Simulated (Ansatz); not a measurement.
An input meant for SiClH3 (SiH3Cl) (charge 0, singlet).

```yaml
crystal:
  periodic: [false, false, false]
  atoms:
    - {symbol: Si, position_ang: [-0.000836, 0.001355, -0.127976]}
    - {symbol: Cl, position_ang: [0.012849, -0.020286, 1.927808]}
    - {symbol: H, position_ang: [1.398116, 0.011221, -0.609226]}
    - {symbol: H, position_ang: [-0.709233, 1.218089, -0.582484]}
    - {symbol: H, position_ang: [-0.700887, -1.210389, -0.608131]}
basis:
  gaussian: {orbitals: def2-SVP, final_grid: {core_spheres: 20, valence_spheres: 16, degree: 47}}
magnetization: {spin_polarized: true, initial_magnetization: 1}
hamiltonian: {xc: {name: r2SCAN50}, dispersion: d3bjatm, pseudopotentials: {relativity: scalar}}
scf: {lower_state_search: light}
output: {forces: true}
```

```sh
$ ansatz run in.yaml --threads 2 --pin off --events-out ev --progress --plain --max-ram 4352MiB
```

It prints (some lines left out):

```
Error: a molecule whose nuclei and cores have a total charge of 34 cannot have a net charge of 0 together with 1 unpaired electrons
```

In this input the number of unpaired electrons doesn't fit the electron count. The program refused the input.
